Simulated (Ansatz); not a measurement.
# Ga–P–GaH, singlet: reading a ladder of total energies

Geometry: displaced at random from a stationary point.

```xyz
4

Ga   -0.0078    0.2650    1.7258
Ga   -0.0087    0.2456   -1.6057
P     0.0393   -1.1913   -0.1807
H    -0.0635    1.2890   -2.7590
```

Basis cc-pVDZ; Ansatz 0.2.0. Only valence electrons are correlated (noble-gas cores and the filled d shells of p-block atoms frozen), which leaves 12 electrons in 44 orbitals. Prefix R: restricted or restricted open-shell reference. No spin–orbit coupling is included, and no scalar relativity.

Full CI isn't at hand for all of this; RCCSDT(Q) serves as the reference, and is uncertain by the last step of the cluster series or more.

RCCSD has a T1 diagnostic of 0.022 and a largest doubles amplitude of 0.07.

Runs differ by some tens of microhartree through their thresholds, so steps under 0.03 kcal/mol mean nothing.

```json
{"level": "RHF", "total energy (hartree)": "-4187.750948"}
{"level": "RMP2", "total energy (hartree)": "-4187.970039"}
{"level": "RCCSD", "total energy (hartree)": "-4187.999374"}
{"level": "RCCSD(T)", "total energy (hartree)": "-4188.011919"}
{"level": "RCCSDT", "total energy (hartree)": "-4188.013028"}
{"level": "RCCSDT(Q)", "total energy (hartree)": "-4188.014243"}
```

Problem. What is the correlation energy at RCCSDT(Q), and what share of it do RMP2 and RCCSDT recover?

Solution. E(corr) = -4188.014243 − (-4187.750948) = -0.263295 hartree = -7.165 eV. RMP2: -0.219091 / -0.263295 = 83.21 %. RCCSDT: -0.262080 / -0.263295 = 99.54 %.

Problem. By how many kcal/mol does RCCSD(T) miss RCCSDT(Q) (1 hartree = 627.509 kcal/mol), and which steps make up the rest?

Solution. -4188.011919 − (-4188.014243) = 0.002324 hartree = 1.46 kcal/mol. Steps: RCCSDT − RCCSD(T) = -0.70, RCCSDT(Q) − RCCSDT = -0.76 kcal/mol. Differences between like states or geometries often cancel part of this.
